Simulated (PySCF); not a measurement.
Al: electron affinity

Al⁻ [Ne] 3s2 3p2 (3P) → Al [Ne] 3s2 3p1 (2P), as a difference of total energies. Calculation: PySCF 2.14, in aug-cc-pwCVQZ; the non-relativistic Hamiltonian (point nucleus). Correlated levels: valence: [Ne] frozen; valence and next inner shell: 1s2 frozen; nothing frozen. The calculations carry no spin-orbit coupling.

```json
{"method": "UHF", "electron affinity (eV)": "0.014"}
{"method": "LDA", "electron affinity (eV)": "0.644"}
{"method": "PBE", "electron affinity (eV)": "0.588"}
{"method": "PBE0", "electron affinity (eV)": "0.534"}
{"method": "r2SCAN", "electron affinity (eV)": "0.606"}
{"method": "B97-3", "electron affinity (eV)": "0.362"}
{"method": "LC-wPBE", "electron affinity (eV)": "0.465"}
{"method": "r2SCAN0", "electron affinity (eV)": "0.559"}
{"method": "MP2 (valence)", "electron affinity (eV)": "0.379"}
{"method": "SCS-MP2 (valence)", "electron affinity (eV)": "0.277"}
{"method": "MP2 (valence and next inner shell)", "electron affinity (eV)": "0.363"}
{"method": "SCS-MP2 (valence and next inner shell)", "electron affinity (eV)": "0.265"}
{"method": "MP2 (all electrons)", "electron affinity (eV)": "0.364"}
{"method": "SCS-MP2 (all electrons)", "electron affinity (eV)": "0.265"}
```

Question: How much does correlation contribute at MP2 (all electrons)?

Answer: 0.364 − (0.014) = 0.350 eV, measured against UHF.

In the anion the highest occupied orbital energy is positive at LDA, PBE, PBE0, r2SCAN, B97-3, r2SCAN0, a self-interaction effect; the basis confines that electron, and the energy difference can still be sensible.

For comparison: 0.433 eV (measured; photodetachment measurements, as compiled on the Wikipedia data page of electron affinities).
